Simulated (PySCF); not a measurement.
Rows and methods have been separated. Pair them.

Species: phosphabenzene, C₅H₅P.
Z-matrix (Å and degrees, PBE0-D3(BJ)/def2-SVP geometry), rows numbered from 1:
```
C 
C   1  1.3958
C   2  1.3914  1  123.19
P   3  1.7379  2  125.46  1     0.02
C   4  1.7377  3  100.13  2     0.03
C   5  1.3914  4  125.47  3    -0.07
H   1  1.0929  2  118.72  3   179.97
H   2  1.0949  1  118.18  3  -179.99
H   3  1.0954  2  117.97  1  -179.98
H   5  1.0955  4  116.59  3   179.99
H   6  1.0949  1  118.18  2  -179.99
```

The closed-shell ground state was solved 5 times with PySCF (density fitting, gas phase), always in the pcSseg-2 basis (293 functions), with these functionals: B97-2, BHandHLYP, CAM-B3LYP, LC-wPBE and wB97X-D.

| row | total energy (Eh) | HOMO (eV) | LUMO (eV) | dipole (D) |
| --- | --- | --- | --- | --- |
| P | -534.8354 | -7.83 | -0.60 | 1.68 |
| Q | -534.8855 | -8.86 | 0.14 | 1.73 |
| R | -534.7051 | -9.51 | 0.43 | 1.71 |
| S | -534.8588 | -8.27 | -0.49 | 1.64 |
| T | -534.9115 | -6.92 | -1.56 | 1.71 |

Q: Which functional belongs to which row?

A: P = BHandHLYP, Q = wB97X-D, R = LC-wPBE, S = CAM-B3LYP, T = B97-2. By rising HOMO–LUMO gap: B97-2 (global hybrid, 21 % exact exchange) 5.36 eV; BHandHLYP (global hybrid, 50 % exact exchange) 7.23 eV; CAM-B3LYP (range-separated hybrid) 7.78 eV; wB97X-D (range-separated hybrid) 9.00 eV; LC-wPBE (range-separated hybrid) 9.94 eV. Total energies of different functionals aren't bounds to one another; each is stationary for its own functional.

wB97X-D is run here without its empirical dispersion term; that term would change no orbital, density or response property at a fixed geometry.
